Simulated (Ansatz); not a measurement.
## AlH (SMILES [AlH]): methods side by side

The species is AlH (2 atoms), meant as a singlet with charge 0. As SMILES, `[AlH]`. The shape is that of a PBE0-D4/def2-TZVP optimisation.

```csv
atom,x (Å),y (Å),z (Å)
Al,0.0000,0.0000,-0.0256
H,0.0000,0.0000,1.6391
```

Quantity: the energy change with the Al1–H2 bond stretched from 1.665 to 3.227 Å, in eV. The values are calculated.

```json
{"level": "BLYP/3-21G (restricted)", "kind": "GGA", "program": "Ansatz", "value (eV)": "2.26", "CPU time (all runs)": "1.1 s"}
{"level": "r2SCAN/3-21G (restricted)", "kind": "meta-GGA", "program": "Ansatz", "value (eV)": "2.48", "CPU time (all runs)": "2.4 s"}
{"level": "wB97M-V/3-21G (restricted)", "kind": "range-separated hybrid", "program": "Ansatz", "value (eV)": "2.76", "CPU time (all runs)": "9.4 s"}
{"level": "wB97X/3-21G (restricted)", "kind": "range-separated hybrid", "program": "Ansatz", "value (eV)": "2.91", "CPU time (all runs)": "4.2 s"}
{"level": "B2PLYP/3-21G (restricted)", "kind": "double hybrid", "program": "Ansatz", "value (eV)": "2.53", "CPU time (all runs)": "1.4 s"}
{"level": "CCSD(T)/3-21G (restricted)", "kind": "coupled cluster or CI", "program": "Ansatz", "value (eV)": "1.96", "CPU time (all runs)": "0.39 s"}
{"level": "CCSD/3-21G (restricted)", "kind": "coupled cluster or CI", "program": "Ansatz", "value (eV)": "?", "CPU time (all runs)": "0.4 s"}
{"level": "CCSDTQ/3-21G (restricted)", "kind": "coupled cluster or CI", "program": "Ansatz", "value (eV)": "1.96", "CPU time (all runs)": "1.1 s"}
{"level": "FCI/3-21G", "kind": "exact in the basis", "program": "Ansatz", "value (eV)": "1.96", "CPU time (all runs)": "0.52 s"}
```

Problem. Estimate what the levels marked ? give.

Solution. As computed at these levels: CCSD/3-21G (restricted): 1.99 eV. The first shape isn't each level's own minimum. The values span 1.96 to 2.91 eV. All rows use very small basis sets, so even the best lies far from the true value. CPU times are rough (shared hosts, several kinds of processor): they show what a rung costs within a factor of a few.
